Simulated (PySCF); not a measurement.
Compound: C4H4ClF.
Geometry (GFN2-xTB, Å), atoms numbered from 1 in this order:
```xyz
10
C4H4ClF angstrom
F     -1.182    0.609    1.625
C     -0.812    0.486    0.311
C      0.564    1.004   -0.031
C      0.988   -0.206   -0.397
Cl     2.430   -0.811   -1.052
C     -0.295   -0.925   -0.075
H     -1.641    0.875   -0.286
H      0.996    1.983    0.021
H     -0.802   -1.406   -0.909
H     -0.237   -1.606    0.771
```

The closed-shell SCF was solved with PySCF and density fitting under several settings on one GFN2-xTB geometry (grid level 2 and gas phase unless stated).

```json
{"settings": "PBE0/3-21G, grid level 3, fitting basis def2-universal-jkfit", "basis functions": "66", "SCF cycles": "9", "E (Eh)": "-710.7581", "HOMO (eV)": "-7.57", "LUMO (eV)": "-0.08", "dipole (D)": "1.28"}
{"settings": "wB97X-D/6-311G**", "basis functions": "140", "SCF cycles": "13", "E (Eh)": "-714.8040", "HOMO (eV)": "-9.43", "LUMO (eV)": "1.50", "dipole (D)": "1.29"}
```

Question: Estimate the row for these settings: BLYP/def2-SVPD, fitting basis def2-universal-jkfit.

Answer: 
```tsv
settings	basis functions	SCF cycles	E (Eh)	HOMO (eV)	LUMO (eV)	dipole (D)
BLYP/def2-SVPD, fitting basis def2-universal-jkfit	162	11	-714.4177	-6.38	-1.39	1.27
```

Question: Over all rows, what range does the HOMO–LUMO gap span?

Answer: From 4.99 eV (BLYP/def2-SVPD, fitting basis def2-universal-jkfit) to 10.93 eV (wB97X-D/6-311G**). The functional of the narrowest has no exact exchange, that of the widest range-separated exact exchange.

Whole jobs, the steps after the SCF included, on Arm Neoverse V2, one thread, shared host:

```csv
settings,work after the SCF,wall time,peak memory
"PBE0/3-21G, grid level 3, fitting basis def2-universal-jkfit","spin–spin couplings from 9 perturbed nuclei, spin–dipole term for 1 of them",4.8 s,0.47 GiB
wB97X-D/6-311G**,"shieldings, ring-centre shieldings",11 s,0.67 GiB
"BLYP/def2-SVPD, fitting basis def2-universal-jkfit","6 singlets by full TDDFT, 2 Tamm–Dancoff triplets, polarisability",15 s,0.51 GiB
```

wB97X-D ran without the empirical dispersion term, which would shift the total energy alone. Cycle counts include a coarse-grid stage where the run had one. All basis functions are spherical, in the Pople sets too.
